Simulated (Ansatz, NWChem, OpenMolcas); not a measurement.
# LiH (SMILES [LiH]): the electronic atomisation energy, rung by rung

LiH has 2 atoms, charge 0, and is taken as a singlet. As SMILES, `[LiH]`. Geometry: the measured bond length.

```xyz
2

Li    0.0000    0.0000    0.0000
H     0.0000    0.0000    1.5957
```

Each level gives the electronic atomisation energy (eV). The values are calculated. Electronic energies at fixed atoms, without zero-point motion or spin-orbit coupling.

```
          level                   kind     program  value (eV)  less FCI/cc-pVTZ
   BLYP/cc-pVTZ                    GGA      NWChem        2.51             +0.04
 revPBE/cc-pVTZ                    GGA      Ansatz        2.30             -0.17
  M06-L/cc-pVTZ               meta-GGA  OpenMolcas        2.63             +0.16
  BHLYP/cc-pVTZ          global hybrid      NWChem        2.46             -0.01
    MP2/cc-pVTZ    perturbation theory      NWChem        2.24             -0.23
BCCD(T)/cc-pVTZ  coupled cluster or CI      Ansatz        2.47              0.00
CCSD(T)/cc-pVTZ  coupled cluster or CI  OpenMolcas        2.47              0.00
    FCI/cc-pVTZ     exact in the basis      Ansatz        2.47              0.00
```

FCI/cc-pVTZ is exact within its basis and frozen core, so for wave-function methods in that basis the difference is their error; functionals converge differently with the basis, so for them it is only a difference. The values span 2.24 to 2.63 eV.
